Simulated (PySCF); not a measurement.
Species: 1-methylcyclopropene, C₄H₆.
Cartesian coordinates in Å at the GFN2-xTB level; atoms count from 1:
```
atom  x, y, z in Å
C1    -1.4656    0.1975   -0.0715
C2    -0.0006    0.1629   -0.0746
C3     1.1679    0.6752   -0.3172
C4     1.1734   -0.6984    0.2939
H5    -1.8584   -0.6344   -0.6576
H6    -1.8326    1.1339   -0.4888
H7    -1.8378    0.0895    0.9482
H8     1.7895    1.4583   -0.6736
H9     1.4262   -1.5583   -0.3189
H10    1.4468   -0.8215    1.3374
```

The closed-shell ground state was solved at several levels (PySCF, density fitting, gas phase, non-relativistic).

```json
{"level": "PBE0/pcSseg-1", "basis functions": "98", "total energy (Eh)": "-155.7303", "HOMO (eV)": "-6.82", "LUMO (eV)": "0.55", "gap (eV)": "7.37", "dipole (D)": "0.91"}
{"level": "B3LYP/pcJ-1", "basis functions": "168", "total energy (Eh)": "-155.9567", "HOMO (eV)": "-6.61", "LUMO (eV)": "0.32", "gap (eV)": "6.93", "dipole (D)": "0.88"}
```

(1) Estimate the row for PBE0/def2-SVPD, a basis of 128 functions; the other rows only guide the guess.

(2) Over all these levels, which gives the widest orbital gap and which the narrowest?

(3) How far do the dipole and the HOMO energy spread over the levels?

Results:

(1) Total energy -155.6464 Eh, HOMO -6.83 eV, LUMO 0.46 eV, gap 7.29 eV, dipole 0.90 D.

(2) PBE0/pcSseg-1 (global hybrid, 25 % exact exchange) has the widest, 7.37 eV, and B3LYP/pcJ-1 (global hybrid, 20 % exact exchange) the narrowest, 6.93 eV. Functional and basis both differ between the two, so the spread mixes both effects.

(3) The dipole runs from 0.88 to 0.91 D (mean 0.90 D) and the HOMO from -6.83 to -6.61 eV.
